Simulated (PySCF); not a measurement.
Gas-phase reaction: SiH2 + H2SiO = H2O + 2 SiH

Method: PySCF energies (xtb for GFN2) plus ideal-gas RRHO corrections (1 bar). † marks an energy on the PBE0/def2-TZVP geometry and frequencies; other levels use their own. MP2 freezes the core. 6-31G* has spherical d functions here. Open shells (unrestricted): SiH (multiplicity 2, electronic degeneracy 4); the rest are closed-shell singlets. GFN2 has no spin-polarisation term. Spin-orbit splitting is ignored; it lowers the true energy and changes the entropy of SiH. B3LYP is the form with VWN-RPA correlation. H2SiO: computed as isolated molecules; such fragments, hydroxides, amides, oligomers or adducts are transient or little studied in the gas. MP2 isn't extrapolated to the basis-set limit; its ΔH°(298 K) is 320.0 kJ in def2-SVP and 350.6 kJ in def2-TZVPP. The harmonic model lacks anharmonicity and excited electronic states, which grow with temperature; levels with a mode under 35 cm⁻¹ are left out.

```csv
level,"ΔE electronic, kJ","ΔH°(298 K), kJ","ΔS°(298 K), J/K","ΔG°(1000 K), kJ"
B3LYP/6-31G*,328,335,143,189
B3LYP/def2-TZVP†,322,330,143,185
GFN2-xTB,634,635,143,490
HF/6-31G*,220,227,144,79
HF/def2-TZVP†,222,230,143,85
M06-2X/def2-TZVP†,325,333,143,188
MP2/def2-SVP†,312,320,143,175
PBE0/def2-QZVP†,302,311,143,166
LDA/def2-TZVP†,371,379,143,234
ωB97X-V/def2-TZVP†,340,348,143,203
```
ΔH° is lowest at HF/6-31G* and highest at GFN2-xTB. No reference value is set beside these.
